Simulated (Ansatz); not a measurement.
Compare A (`C=CCC=O`) with its isomer B (`C=C=CCO`).

Computed with Ansatz on PBE0-D4/def2-TZVP structures; ΔE is electronic, products minus reactants. CCSD(T)/CBS adds triple-zeta CCSD(T) − MP2 to the extrapolated MP2 energy (def2 sets, frozen cores). Functionals use def2-TZVPP. B3LYP here is the variant with VWN-RPA as its local correlation; programs differ in this. One conformer a species, not always the lowest.

A:

Z-matrix (Å, degrees):
```
C
C 1 1.489
C 1 1.504 2 114.7
H 1 1.096 2 111.8 3 123.5
H 1 1.102 2 111.1 3 -119.5
C 2 1.324 1 124.2 3 -130.5
H 2 1.086 1 116.0 3 48.9
O 3 1.199 1 125.1 2 -4.1
H 3 1.112 1 114.3 2 176.8
H 6 1.086 2 121.7 1 0.5
H 6 1.084 2 121.4 1 -179.7
```

B:

```xyz
11

C    -1.4840    0.3901   -1.6892
C    -0.8175   -0.1385   -0.7063
C    -0.1507   -0.6484    0.2887
C     0.7232    0.1591    1.2039
O     2.0619   -0.2914    1.1935
H    -1.0493    0.4825   -2.6793
H    -2.4985    0.7503   -1.5513
H    -0.1976   -1.7197    0.4737
H     0.6488    1.2211    0.9422
H     0.3855    0.0449    2.2374
H     2.3782   -0.2499    0.2867
```

**Question.** Which isomer does CCSD(T)/CBS put lower? Give the gap. (Estimate.)

**Answer.** The calculation gave: A, by 88.2 kJ/mol.

**Question.** Give E(B) − E(A) in kJ/mol with BLYP-D4, MP2/def2-TZVPP, B3LYP-D4, HF/def2-TZVPP, CCSD(T)/def2-TZVPP, r2SCAN-D4, CCSD/def2-TZVPP. (Best estimate.)

**Answer.** The calculation gave: BLYP-D4 83.7, MP2/def2-TZVPP 93.2, B3LYP-D4 85.4, HF/def2-TZVPP 101.4, CCSD(T)/def2-TZVPP 92.2, r2SCAN-D4 83.9, CCSD/def2-TZVPP 92.7. None reverses the order clearly.

**Question.** Does the order hold for the free energy at 298.15 K (harmonic terms from PBE0-D4)? (Estimate.)

**Answer.** Computed: Yes: G(B) − G(A) = +89.6 kJ/mol, for one conformer each.

Largest T1 diagnostic: 0.013.

In def2-TZVPP, CCSD(T) changes the Hartree–Fock value by −9.2 kJ/mol (the triples alone add −0.6 kJ/mol) and MP2 by −8.2 kJ/mol. From BLYP to BHLYP (50 % exact exchange), in def2-TZVPP and without D4, E(B) − E(A) moves by +7.6 kJ/mol.
